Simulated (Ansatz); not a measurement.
C3H5NS can be A, `C=C/N=C/S`, or B, `C=NC(C)=S`.

Calculated with Ansatz (gas phase, PBE0-D4/def2-TZVP geometries, no zero-point term in ΔE). CCSD(T)/CBS is the MP2 limit (def2-TZVPP, def2-QZVPP) plus CCSD(T) − MP2 in def2-TZVPP, frozen cores. Functionals use def2-TZVPP. B3LYP here is the variant with VWN-RPA as its local correlation; programs differ in this. One conformer a species, not always the lowest.

Q: Which is lower in electronic energy at CCSD(T)/CBS, and by how much? (Estimate.)

A: Ansatz gave: B, by 17.3 kJ/mol.

Q: Give E(B) − E(A) in kJ/mol with LDA (SPW92), PBE-D4, BLYP-D4, B3LYP-D4, ωB97M-V, CCSD/def2-TZVPP, PBE0-D4. (Best estimate.)

A: Ansatz gave: LDA (SPW92) -12.2, PBE-D4 -14.2, BLYP-D4 -14.4, B3LYP-D4 -14.0, ωB97M-V -17.8, CCSD/def2-TZVPP -15.7, PBE0-D4 -14.2. None reverses the order clearly.

Q: Does the order hold for the free energy at 298.15 K (harmonic terms from PBE0-D4)? (An estimate is asked.)

A: The calculation gave: Yes: G(B) − G(A) = -12.4 kJ/mol, for one conformer each.

Largest T1 diagnostic: 0.017.

At CCSD(T), def2-SVP lies −9.2 kJ/mol from the extrapolated value and def2-TZVPP −0.6 kJ/mol. In def2-TZVPP, CCSD(T) changes the Hartree–Fock value by −6.5 kJ/mol (the triples alone add −2.2 kJ/mol) and MP2 by −10.5 kJ/mol.
